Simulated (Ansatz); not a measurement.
Ansatz (a program for electronic structure) input:

Ansatz 0.2 input:
```yaml
crystal:
  periodic: [false, false, false]
  atoms:
    - {symbol: C, position_ang: [-1.15591443, -0.04846481, -0.00147078]}
    - {symbol: C, position_ang: [0.24055294, -0.01517343, 0.00845087]}
    - {symbol: N, position_ang: [1.44193263, 0.04210390, 0.00775259]}
    - {symbol: H, position_ang: [-1.55123174, -0.73261175, -0.76421268]}
    - {symbol: H, position_ang: [-1.57742106, -0.16171172, 1.00630662]}
    - {symbol: H, position_ang: [-1.47270671, 0.98142557, -0.33824261]}
basis:
  gaussian:
    orbitals: def2-TZVP
hamiltonian:
  xc: b3lyp
  dispersion: d3bj
total_charge: 1
magnetization: {spin_polarized: true, initial_magnetization: 1}
phonons: {temperatures: {t_min: 298.15, t_max: 298.15, t_step: 100}}
```

Problem. Predict the final energy.

Solution. -132.37424 Eh (B3LYP-D3(BJ)/def2-TZVP). The basis has 111 functions.
